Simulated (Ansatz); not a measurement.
Reaction: BF3 (SMILES FB(F)F) → BF2 (SMILES F[B]F, doublet) + F (doublet) (the B-F bond breaks)
Each species at its own B3LYP-D3(BJ)/def2-TZVP minimum (Ansatz, a quantum-chemistry and plane-wave program).

Total energies in hartree (Ansatz). Open shells are spin-unrestricted; no spin-orbit coupling. Correlated methods leave the cores frozen. No relativity.

```csv
species,HF/cc-pVTZ,CCSD(T)/cc-pVTZ,HF/cc-pVQZ,CCSD(T)/cc-pVQZ,CCSD(T)/cc-pVDZ,CCSDT(Q)/cc-pVDZ
"1: BF3 (trifluoroborane, SMILES FB(F)F)",-323.32533,-324.19094,-323.35202,-324.29334,-323.85540,-323.85716
"2: BF2 (SMILES F[B]F, doublet)",-223.70714,-224.29755,-223.72596,-224.36761,-224.06659,-224.06803
3: F (doublet),-99.40552,-99.62036,-99.41377,-99.65026,-99.52757,-99.52776
```

Work out the bond dissociation energy (electronic) in kcal/mol: take Hartree-Fock from cc-pVQZ, extrapolate the CCSD(T) correlation energy as X^-3 (X = 3, 4), and add CCSDT(Q) - CCSD(T) in cc-pVDZ. 1 hartree = 627.51 kcal/mol.


Species 1: correlation (64·(-0.94132) - 27·(-0.86561))/37 = -0.99657; step -0.00176; E1 = -323.35202 + (-0.99657) + (-0.00176) = -324.35035
Species 2: correlation (64·(-0.64165) - 27·(-0.59041))/37 = -0.67904; step -0.00144; E2 = -223.72596 + (-0.67904) + (-0.00144) = -224.40644
Species 3: correlation (64·(-0.23649) - 27·(-0.21484))/37 = -0.25229; step -0.00019; E3 = -99.41377 + (-0.25229) + (-0.00019) = -99.66625
-1·E1 +1·E2 +1·E3 = 0.27766 hartree = 174.2 kcal/mol.
